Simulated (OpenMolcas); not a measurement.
## How basis sets differ on AlHSF (SMILES [F][Al][SH])

The species is AlHSF (4 atoms), meant as a doublet with charge 0. As SMILES, `[F][Al][SH]`. The shape comes from GFN2-xTB, which is rough for such elements, and wasn't checked as a minimum.

```xyz
4

F    -1.6992   -0.2994    0.8233
Al   -0.6210    0.8810    0.3844
S     1.3082    0.3565   -0.6272
H     1.0121   -0.9382   -0.5806
```

Each level gives the dipole moment (D). The values are calculated.

```tsv
level	kind	program	value (D)
UHF/STO-3G	Hartree–Fock	OpenMolcas	2.26
UHF/3-21G	Hartree–Fock	OpenMolcas	1.60
UHF/cc-pVDZ-DK (DKH2, RICD fitting)	Hartree–Fock	OpenMolcas	0.86
UHF/def2-SVP	Hartree–Fock	OpenMolcas	0.83
```

The values span 0.83 to 2.26 D. Magnitudes only: a small dipole may point the other way at some levels. Sets without polarisation functions give poor dipoles.
